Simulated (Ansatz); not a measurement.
# CH6NS+: two torsions

Aim: map the energy of CH₆NS, SMILES [NH3+]CS, charge +1 over two coordinates, and find its wells, ridges and stiffness.

Method: RHF/def2-TZVP; program: Ansatz 0.2.0.

### 1 The starting structure

SMILES `[NH3+]CS`, 9 atoms, charge 1, spin multiplicity 1.

Atoms are counted from 1 here; the program's logs count them from 0.

Bond lengths: N1–C2 1.536 Å, N1–H4 1.041 Å, N1–H5 1.040 Å, N1–H6 1.038 Å, C2–S3 1.796 Å, C2–H7 1.107 Å, C2–H8 1.106 Å, S3–H9 1.365 Å. Angles: C2–N1–H4 112.7°, C2–N1–H5 110.3°, C2–N1–H6 111.3°, H4–N1–H5 108.2°, H4–N1–H6 107.8°, H5–N1–H6 106.3°, N1–C2–S3 112.5°, N1–C2–H7 106.1°, N1–C2–H8 107.0°, S3–C2–H7 108.2°, S3–C2–H8 113.8°, H7–C2–H8 109.0°, C2–S3–H9 96.6°.

As a file:

| atom | x (Å) | y (Å) | z (Å) |
| --- | --- | --- | --- |
| N1 | -0.6943 | 0.4813 | -0.5258 |
| C2 | 0.3925 | -0.5224 | -0.1109 |
| S3 | 1.5370 | 0.1616 | 1.0923 |
| H4 | -1.2979 | 0.1248 | -1.2950 |
| H5 | -0.2614 | 1.3726 | -0.8403 |
| H6 | -1.3104 | 0.7229 | 0.2744 |
| H7 | 0.9598 | -0.7594 | -1.0316 |
| H8 | -0.1270 | -1.4351 | 0.2366 |
| H9 | 0.8018 | -0.1463 | 2.2004 |

This geometry comes from a loose relaxation at PBE in a small basis, which is not shown.

### 3 Plan of the scan

The axes are (1) dihedral N1–C2–S3–H9: 18 values from −180 to 160 °, periodic; (2) dihedral H4–N1–C2–S3: 17 values from 85.0 to 265.0 °.

Nothing else is relaxed (all other coordinates rigid). Energies count from the relaxed molecule at the same level. Points are written as (first, second).

(The set-up runs are not shown.)

### 4 The run at (80°, 175.0°)

Contents of input.yaml:

```yaml
crystal:
  periodic: [false, false, false]
  atoms:
    - { symbol: "N", position_ang: [-0.685092, 0.478514, -0.517581] }
    - { symbol: C, position_ang: [0.383541, -0.520784, -0.122823] }
    - { symbol: S, position_ang: [1.515285, 0.157429, 1.082651] }
    - { symbol: H, position_ang: [-1.274397, 0.123282, -1.257003] }
    - { symbol: H, position_ang: [-0.262942, 1.339079, -0.833725] }
    - { symbol: H, position_ang: [-1.273788, 0.709072, 0.268216] }
    - { symbol: H, position_ang: [0.934254, -0.748984, -1.021364] }
    - { symbol: H, position_ang: [-0.122618, -1.405504, 0.225488] }
    - { symbol: H, position_ang: [0.750475, -0.01316, 2.155786] }
total_charge: 1
basis:
  gaussian: { orbitals: def2-TZVP }
hamiltonian:
  xc: hf
output:
  forces: true
```

The run is started by

```sh
> ansatz run input.yaml --threads 1 --pin off --max-ram 2560MiB --backend cpu --events-out ev --progress --plain --runs-dir out
```

Further runs follow: the other points that were computed.

**Question.** What will these runs give? Wanted: lowest point; highest computed point; largest force on an atom.

As calculated:

| quantity | value |
| --- | --- |
| lowest point | (80°, 175.0°), 0.0024 eV |
| highest computed point | (0°, 118.8°), 0.541 eV above the lowest |
| largest force on an atom (eV/Å) | 0.05 at (80°, 175.0°) to 1.21 at (−180°, 118.8°); 0.05 at the lowest point |
| time for the whole task | 10 min on 1 thread, shared host |

In words: The lowest computed point is at (80°, 175.0°), 0.0024 eV from the relaxed molecule at the same level. There is a further well near (−80°, 186.2°) (0.032 eV above the lowest at that grid point). The highest computed point, (0°, 118.8°), lies 0.541 eV above the lowest. On the interpolated surface the easiest way out of the lowest well to the well at (−80°, 186.2°) passes a barrier of about 0.21 eV. Round the minimum the two coordinates are nearly uncoupled.
